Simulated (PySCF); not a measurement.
## Shieldings and the share of exact exchange

Molecule: `C=C(CF)OC`, C₄H₇FO.

Atom-mapped SMILES (the numbers label the heavy atoms): `[CH2:1]=[C:2]([CH2:3][F:4])[O:5][CH3:6]` (H(Xn): hydrogen on atom n). Ha(C1) is cis to C3; Hb(C1) is trans to C3.

GIAO shieldings (ppm, equivalent atoms averaged) in PySCF 2.14.0 with density-fitted response routines on the PBE0-D3(BJ)/def2-SVP geometry, basis pcSseg-1, gas phase, non-relativistic:

| functional | exact exchange (%) | σ(C3) | σ(C6) | σ(F4) | σ(O5) |
| --- | --- | --- | --- | --- | --- |
| BLYP | 0 | 89.4 | 119.0 | 418.5 | 208.1 |
| BP86 | 0 | 94.8 | 123.9 | 422.9 | 213.0 |
| PBE | 0 | 95.2 | 124.5 | 421.6 | 211.9 |
| B3LYP | 20 | 95.9 | 124.1 | 430.1 | 222.3 |
| mPW1PW91 | 25 | 101.7 | 129.2 | 434.3 | 228.1 |
| BHandHLYP | 50 | 104.2 | 130.6 | 443.3 | 241.2 |
| HF | 100 | 117.4 | 140.7 | 458.9 | 267.7 |

(1) Fit each shielding as a line in the percentage of exact exchange.

(2) What does the line predict for PBE0 (25 %), and what does the run give?

Answers

(1) σ(C3) = 93.1 + 0.24 x (rms 2.2 ppm); σ(C6) = 122.4 + 0.18 x (rms 2.0 ppm); σ(F4) = 422.1 + 0.39 x (rms 2.0 ppm); σ(O5) = 211.6 + 0.57 x (rms 1.8 ppm). The functionals also differ in their semilocal parts, which the line can't hold; Hartree–Fock has no correlation at all.

(2) σ(C3): 99.1 predicted, 102.5 computed; σ(C6): 126.9 predicted, 130.1 computed; σ(F4): 431.9 predicted, 434.8 computed; σ(O5): 225.8 predicted, 228.5 computed ppm.
